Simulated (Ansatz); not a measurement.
C2H3, SMILES [CH]=C, multiplicity 2.

Coordinates come from a PBE0-D3(BJ)/def2-TZVP optimisation. The isomer is the one that the SMILES or the coordinates give; other isomers of the formula were not compared.

Two levels are set side by side: PBE/def2-TZVPD (Ansatz, a first-principles code) and CAM-B3LYP/def2-TZVPD (Ansatz). Energy differences of separate SCF runs at the same geometry; the states with an electron removed or added have multiplicity 1 and 1. Differences are taken from unrounded values.

```csv
quantity,PBE
vertical ionisation energy (eV),9.51
```

Task: These are the PBE values. What does CAM-B3LYP give? (Estimate from the structure and the level; the computed values follow.)

Result: 
| quantity | CAM-B3LYP | PBE minus CAM-B3LYP |
|---|---|---|
| vertical ionisation energy (eV) | 9.67 | -0.16 |

On these quantities the two levels nearly agree.
